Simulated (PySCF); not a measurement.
Compound: CFCl3.
Structure used (GFN2-xTB), in Å, numbered top down from 1:
```
atom  x, y, z in Å
F1     0.0603   -0.1410    1.3961
C2     0.0046   -0.0063    0.0667
Cl3   -0.4579    1.6606   -0.3126
Cl4    1.6028   -0.3706   -0.6039
Cl5   -1.2011   -1.1397   -0.5634
```

The closed-shell ground state was solved at several levels (PySCF, density fitting, gas phase, non-relativistic).

```
             level  basis functions  HOMO (eV)  LUMO (eV)  gap (eV)  dipole (D)
  wB97X-D/def2-SVP               82     -10.91       1.16     12.07        0.36
BHandHLYP/def2-SVP               82     -10.31       0.66     10.97        0.48
     OLYP/def2-SVP               82      -7.35      -1.58      5.77        0.23
  HCTH407/def2-SVP               82      -7.71      -1.90      5.81        0.25
    HSE06/def2-SVP               82      -8.60      -1.06      7.54        0.35
 mPW1PW91/def2-SVP               82      -9.06      -0.73      8.33        0.35
CAM-B3LYP/def2-SVP               82     -10.29       0.74     11.03        0.39
  LC-wPBE/def2-SVP               82     -11.91       1.86     13.77        0.31
    wB97X/def2-SVP               82     -11.47       1.70     13.17        0.34
    B97-2/def2-SVP               82      -8.79      -0.84      7.95        0.34
```

(1) Estimate the row for revPBE/def2-SVP, a basis of 82 functions; the other rows only guide the guess.

(2) Over all these levels, which gives the widest orbital gap and which the narrowest?

(3) In the def2-SVP basis, how does the gap go with the fixed share of exact exchange?

(4) How far do the dipole and the HOMO energy spread over the levels?

Answers

(1) HOMO -7.41 eV, LUMO -1.66 eV, gap 5.75 eV, dipole 0.22 D.

(2) LC-wPBE/def2-SVP (range-separated hybrid) has the widest, 13.77 eV, and revPBE/def2-SVP (GGA) the narrowest, 5.75 eV. From the narrowest to the widest the HOMO moves by -4.50 eV and the LUMO by +3.52 eV.

(3) revPBE (0 %) 5.75 eV; OLYP (0 %) 5.77 eV; HCTH407 (0 %) 5.81 eV; B97-2 (21 %) 7.95 eV; mPW1PW91 (25 %) 8.33 eV; BHandHLYP (50 %) 10.97 eV. Each rise in the share widens the gap here.

(4) The dipole runs from 0.22 to 0.48 D (mean 0.33 D) and the HOMO from -11.91 to -7.35 eV.
